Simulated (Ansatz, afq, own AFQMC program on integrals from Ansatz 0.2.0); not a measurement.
## Atomization energy of AlH4, doublet

```xyz
5

Al   -0.0599    0.0001   -0.1328
H     0.4487    0.0018    1.9858
H    -0.3171   -0.0089    1.9564
H     0.7333    1.3833   -0.1888
H     0.7376   -1.3801   -0.1993
```

Atoms in their ground-state spins without spin–orbit coupling (mostly on UHF) minus the molecule (UHF), without zero-point energy. The geometry is a stationary point, not shown to be a minimum.

Basis 6-31G. Noble-gas cores (and the filled d shells of Ga–Kr and In–Xe) are frozen. AFQMC by an in-house program on the Cholesky factors that Ansatz 0.2.0 writes for its CCSD(T) run. The CISD trial takes its coefficients from CCSD amplitudes. Released means that phaseless walkers are propagated on without the constraint, phases kept. ± is one standard error of the sampling. The errors of all members are added in quadrature.

Full CI on the same integrals is exact in this basis and with this determinant's frozen core.

Errors are counted within 6-31G, not against nature.

```csv
level,atomization energy (kJ/mol)
CCSD,791.0
MP2,767.2
```

(1) From these cheaper values, estimate the atomization energy at the reference level in 6-31G.

(1) 793.2 kJ/mol (full CI in 6-31G).

| level | atomization energy (kJ/mol) | error against FCI (kJ/mol) |
| --- | --- | --- |
| HF | 682.7 | -110.5 |
| CCSD(T) | 792.5 | -0.8 |
| ph-AFQMC/HF | 800.6 ± 1.4 | 7.3 ± 1.4 |
| ph-AFQMC/CISD | 793.2 ± 0.05 | -0.1 ± 0.05 |
| released AFQMC | 793.3 ± 0.03 | 0.0 ± 0.03 |

Correlation beyond CCSD(T) adds 0.8 kJ/mol. The perturbative (T) step is worth +1.4 kJ/mol.

Released energies are given only where the last usable release times agree within the noise; a slower fall can still hide under it.
